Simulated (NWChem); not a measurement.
# Extrapolating the CCSD correlation energy of NO (+1)

```xyz
2

N      0.0000     0.0000     0.5653
O      0.0000     0.0000    -0.4946
```
Charge +1, spin multiplicity 1.

Program: NWChem. All single points use one geometry, from PBE0/def2-SVP, a minimum by its harmonic frequencies.

The correlated methods keep 2 core orbitals frozen. The structure started from a generated list of species. Coupled-cluster values serve here as a point of comparison, not as the truth.

Worked example. The CCSD correlation energy is -398.05 mHa in cc-pVTZ and -420.97 mHa in cc-pVQZ. The form E(X) = E∞ + A/X³ turns the pair into an estimate of the basis-set limit.

E∞ = (4³·(-420.97) − 3³·(-398.05))/(4³ − 3³) = -437.7 mHa. The larger basis holds 96 % of that. This is a two-point estimate.
